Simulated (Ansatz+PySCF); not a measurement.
# doublet HO2: levels of theory in one basis

```xyz
3

H     0.0075    0.3986    0.3637
O     0.0066    0.6362    1.2877
O    -0.0078   -0.4751    1.9312
```

Basis set: cc-pVTZ (spherical functions). Correlated methods keep 2 orbitals frozen. Correlation on ROHF uses semicanonical orbitals with singles. Charge 0, multiplicity 2.

Computed with Ansatz (development build ahead of 0.2.0) and PySCF 2.14.0; each method stands on the lowest determinant of its kind that the runs found.

| method | E − E(ROHF) (eV) | <S²> of the determinant |
| --- | --- | --- |
| ROHF | 0.00 | 0.75 |
| UHF | -0.19 | 0.76 |
| ROHF-MP2 | -12.21 | – |
| UHF-MP2 | -12.19 | 0.76 |

Question: What does ROHF-CCSD(T) give on the same scale?

Answer: -13.05 eV.
